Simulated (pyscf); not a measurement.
H₃Si–PH–PH₂ + hydrogen (H₂) → H₃Si–PH₂ + PH₃ (four-centre exchange; singlet surface; P–P, H–H broken, H–P, H–P formed). Structures and frequencies: ωB97X-D3(BJ)/def2-SVP in PySCF. Energies in kcal/mol from the separated reactants.

```
level                   barrier  reaction energy
----------------------  -------  ---------------
ωB97X-D3(BJ)/def2-TZVP     75.1             +0.2
PBE/def2-TZVP              58.7             -2.2
B3LYP-D3(BJ)/def2-TZVP        …             -2.3
M06-2X/def2-TZVP           71.4             -1.8
ωB97M-D3(BJ)/def2-TZVP     70.3             -3.7
HF/def2-TZVP                  …                …
```

**Question.** Some entries are withheld; supply them.

**Answer.** 
- B3LYP-D3(BJ)/def2-TZVP, barrier: 65.7
- HF/def2-TZVP, barrier: 93.3
- HF/def2-TZVP, reaction energy: -10.2

The functionals in the table span 16.3 kcal/mol in this barrier, from PBE to ωB97X-D3(BJ)/def2-TZVP. The same reactants have a lower exit, to H₃Si–PH• + PH₂• + H₂ (no saddle counted: cutting one bond costs +63.0 kcal/mol at ωB97M-D3(BJ)/def2-TZVP, against +70.3 kcal/mol here). This is the saddle that the search found; another between the same sides may lie lower.
